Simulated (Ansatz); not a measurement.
This Ansatz (an electronic-structure program) input (MP2/aug-cc-pVQZ) gives -1.16670 Eh with 92 basis functions.

Ansatz 0.2 input:
```yaml
crystal:
  periodic: [false, false, false]
  atoms:
    - {symbol: H, position_ang: [-0.00000000, -0.00000000, -0.37201156]}
    - {symbol: H, position_ang: [0.00000000, 0.00000000, 0.37201156]}
basis:
  gaussian:
    orbitals: aug-cc-pVQZ
magnetization: {spin_polarized: false}
correlation: {method: mp2, electrons: outside_noble_gas}
```

Change:
```diff
- orbitals: aug-cc-pVQZ
+ orbitals: aug-pcseg-3
```

Question: What does the run give now?

Answer: -1.16666 Eh (MP2/aug-pcseg-3, 98 functions), a change of +0.04 mEh.
